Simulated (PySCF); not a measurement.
**PO⁺: frontier orbitals**

PBE0 at R = 1.511 Å; PySCF, no relativity, basis sets P 3-21G, O 3-21G. State: ¹Σ⁺ (singlet), closed shell. Only the outer orbitals are listed, counted within each symmetry.

```
orbital  occ.  ε (eV)  on P (%)         main shells (%)
     5σ     2  -38.51        14   77 O s, 10 P s, 9 O p
     6σ     2  -24.22        65  64 P s, 19 O s, 16 O p
     2π     2  -19.67        29          70 O p, 30 P p
     2π     2  -19.67        29          70 O p, 30 P p
     7σ     2  -19.30        47  49 O p, 26 P p, 21 P s
     3π     0  -11.65        71          71 P p, 29 O p
     3π     0  -11.65        71          71 P p, 29 O p
     8σ     0   -6.02        91   82 P p, 13 O p, 9 P s
```

Which are the highest filled and the lowest empty level, where do they sit, and how wide is the gap?

Highest filled 7σ at -19.30 eV (in %: 49 O p, 26 P p, 21 P s); lowest empty 3π at -11.65 eV (in %: 71 P p, 29 O p); the gap at PBE0 is 7.65 eV.

The bond order (Mayer) is 2.38, the ⟨S²⟩ is 0.000 and the charge on P (Mulliken, basis-dependent) is 1.29. The charge on P (Löwdin, basis-dependent) is 1.10, the dipole moment (positive dipole points towards O; it is taken about the centre of mass and depends on that origin) is -3.06 D and the polarisability along the bond is 20.8 bohr³. The polarisability across the bond is 10.3 bohr³.

3-21G is very small, so such numbers show the basis as much as the molecule.
